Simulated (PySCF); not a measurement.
# AlH6NSi: the cost of one run

Programs: PySCF 2.14.0, with density-fitted response routines of our own. Each step states its level of theory. These are calculated values for one molecule in the gas phase, unless marked as measured. Atoms are numbered from 0 throughout.

## 1. The molecule as given

9 atoms, charge 0, multiplicity 1; geometry from: GFN2-xTB. The atoms were then displaced at random by about 0.01 Å, so the start is not that level's minimum.

Bonds of the start (Å): Al0–N1 1.82, N1–Si2 1.77, Al0–H3 1.57, Al0–H4 1.52, N1–H5 1.01, Si2–H6 1.45, Si2–H7 1.46, Si2–H8 1.45.

## 2. Optimising the geometry at PBE0-D3(BJ)/def2-SVP

Job settings and geometry (Å):

```
{"job": {"xc": "PBE0", "basis": "def2-SVP", "d3": "d3bj", "grid": 1, "shake": 0.01, "kind": "geom"}, "charge": 0, "multiplicity": 1}
Al     1.817710    -0.221290     0.104960
N      0.047180    -0.188520     0.523700
Si    -1.442760     0.233360    -0.326810
H      2.725780     1.038950     0.340430
H      2.464530    -1.441610    -0.538450
H     -0.178190    -0.481450     1.467100
H     -2.293060    -0.939690    -0.364950
H     -2.084530     1.325770     0.396660
H     -0.998850     0.657340    -1.636360
```

Started as:

```
$ OMP_NUM_THREADS=1 python probes_run.py task.json out
```

One launch serves the whole session: the jobs run in the order shown.

Q: Estimate the wall time and peak memory of this first job on 1 thread of Arm Neoverse V2, shared host.

About 28 s, with a peak of 0.34 GiB.
